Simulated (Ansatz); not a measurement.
**Structure relaxation of Li3Sc**

These are results of DFT PBE, scalar-relativistic, plane waves, PAW in Ansatz, not measurements.

The start is a database structure of Li3Sc, space group P6_3/mmc (No. 194).

The final relaxation ran on this input, with the default PAW datasets:

```yaml
crystal:
  lattice:
    - [6.231455914, 0.0, 0.0]
    - [-3.115727957, 5.3965991241, 0.0]
    - [0.0, 0.0, 4.932666]
  atoms:
    - { symbol: Li, position: [0.32174, 0.16087, 0.75] }
    - { symbol: Li, position: [0.83913, 0.16087, 0.75] }
    - { symbol: Li, position: [0.83913, 0.67826, 0.75] }
    - { symbol: Li, position: [0.67826, 0.83913, 0.25] }
    - { symbol: Li, position: [0.16087, 0.83913, 0.25] }
    - { symbol: Li, position: [0.16087, 0.32174, 0.25] }
    - { symbol: Sc, position: [0.66666667, 0.33333333, 0.25] }
    - { symbol: Sc, position: [0.33333333, 0.66666667, 0.75] }
basis:
  ecutwfc: 420
kpoints:
  mp_grid: { grid: [6, 6, 8] }
hamiltonian:
  xc: pbe
scf:
  occupations: { method: gaussian, width: 0.1 }
output:
  forces: true
  stress: true
  eigenvalues: true
relax:
  adjacent_minimum: "off"
  f_tol: 0.01
  max_steps: 80
  cell: { stress_tol: 0.05 }
```

Launched as:

```bash
ansatz run input.yaml --threads 1 --pin off --max-ram 2560MiB --backend cpu --events-out ev --progress --plain --runs-dir out
```

The run took 35 s on 1 thread of Intel(R) Xeon(R) Platinum 8488C (Sapphire Rapids), on a shared host, peak memory 0.53 GiB.

End of the output:

```
SCF converged after 8 iterations
Free energy (F): -5498.024665 eV
Harris-Foulkes:  -5498.024665 eV  (|F-HF|=9.09e-13)
Internal energy: -5497.975003 eV  (E = F + TS)
E sigma→0 (E₀):  -5497.999834 eV
Entropy (-TS):   -0.049662 eV (-6.208 meV/atom)
Fermi energy:    3.496465 eV
--- Per-component energies (eV) ---
  E_band       = -975.189254
  E_kinetic    = 645.229249
  E_local      = -2927.691663  (includes V_loc(G=0)·N_el)
  E_nonlocal   = -32.209136
  E_hartree    = 990.090740
  E_xc         = -267.126917
  E_vxc        = -333.379179  (∫ρ·V_xc dr)
  E_paw        = -2036.864660  (= ΣΔE_a)
  E_vpaw       = -307.320085  (= ΣTr[D̂ρ^β])
  E_aug_tail   = 0.000077  (compensation charges beyond the density's cutoff)
  E_ewald      = -1869.402694
  E_smearing   = -0.049662  (= −TS)
  E_closure    = 0.000000  (closes the sum)
  Σ components = -5498.024665   (vs F -5498.024665, Δ=0.00e0)
--- Forces (eV/Å), atoms counted from 1 ---
  atom   1  Li    -0.00045890    -0.00026494     0.00000000
  atom   2  Li     0.00045890    -0.00026494     0.00000000
  atom   3  Li     0.00000000     0.00052989     0.00000000
  atom   4  Li     0.00045890     0.00026494     0.00000000
  atom   5  Li    -0.00045890     0.00026494     0.00000000
  atom   6  Li     0.00000000    -0.00052989     0.00000000
  atom   7  Sc     0.00000000     0.00000000     0.00000000
  atom   8  Sc     0.00000000     0.00000000     0.00000000
  max |Σ_I F_I| component: 1.16e-17 eV/Å
--- Stress (GPa, compression-positive) ---
       -0.000894       0.000000       0.000000
        0.000000      -0.000894       0.000000
        0.000000       0.000000       0.015072
  P = ⅓ Tr σ = 0.0044 GPa (0.044 kbar)
--- Relaxed structure (3 steps of the walk, 3 accepted, 1 SCFs on fresh bases) ---
  F+E_penalty+E_count = -5498.02466452 eV   max|allowed force component| = 5.299e-4 eV/Å   (the final SCF, on the basis selected at the relaxed cell)
  cell:  # Å, volume = 165.9919 Å³
    - [6.216857, 0.0, 0.0]
    - [-3.108429, 5.383956, 0.0]
    - [0.0, 0.0, 4.959232]
  atoms:
    - { symbol: Li, position: [0.324649, 0.162325, 0.750000] }
    - { symbol: Li, position: [0.837675, 0.162325, 0.750000] }
    - { symbol: Li, position: [0.837675, 0.675351, 0.750000] }
    - { symbol: Li, position: [0.675351, 0.837675, 0.25] }
    - { symbol: Li, position: [0.162325, 0.837675, 0.25] }
    - { symbol: Li, position: [0.162325, 0.324649, 0.25] }
    - { symbol: Sc, position: [0.666667, 0.333333, 0.25] }
    - { symbol: Sc, position: [0.333333, 0.666667, 0.750000] }
```

Absolute energies hang on the potentials; compare differences alone.

The result has space group P6_3/mmc (No. 194). Li is coordinated by 8 Li at 3.03–3.19 Å and 4 Sc at 3.09–3.11 Å; Sc is coordinated by 12 Li at 3.09–3.11 Å.

Against the elements it lies at 0.22 eV/atom. Energies over the elements count from the elements' standard structures at the same level, with no empirical corrections.

The k mesh leaves about 4 meV/atom of noise in metals.

A structure relaxed within its symmetry needn't be a true minimum.